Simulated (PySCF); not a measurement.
Compound: AlH2Me, CH5Al.
Geometry (PBE0-D3(BJ)/def2-SVP, Å), atoms numbered from 1 in this order:
```xyz
7
CH5Al angstrom
Al     0.526    0.920    0.008
H      2.120    0.934    0.026
H     -0.250    2.311   -0.055
C     -0.451   -0.775    0.022
H     -0.539   -1.159   -1.011
H     -1.476   -0.675    0.412
H      0.070   -1.555    0.600
```

Method: PBE0-D3(BJ)/def2-SVP geometry optimisation, gas phase (PySCF 2.14.0).

**Question.** Which atoms are bound to Al1, and at what distances?

**Answer.** 3 atoms: H3 1.594 Å, H2 1.594 Å, C4 1.956 Å. The nearest atom not counted as bound is H5, at 2.55 Å.

**Question.** List the angles at Al1.

**Answer.** 
```tsv
angle	degrees	distance of the outer atoms (Å)
H3–Al1–C4	120.9	3.09
H2–Al1–C4	120.5	3.09
H2–Al1–H3	118.6	2.74
```

**Question.** What is the shape at Al1?

**Answer.** Planar: angles 120.9°, 120.5° and 118.6°, sum 360.0°, 0.01 Å off the plane of its three neighbours.

**Question.** What are the other bond lengths?

**Answer.** C4–H5, C4–H6, C4–H7 1.103 Å.

**Question.** What are the rotational constants (commonest isotopes, rigid rotor)?

**Answer.** A = 72531, B = 10843, C = 10019 MHz: a near-prolate asymmetric top.

Point group: near Cs, missed by 0.10 Å at most; the miss may be what the optimiser left on a soft mode. Charge 0, singlet. Stationary, but not proved a minimum.
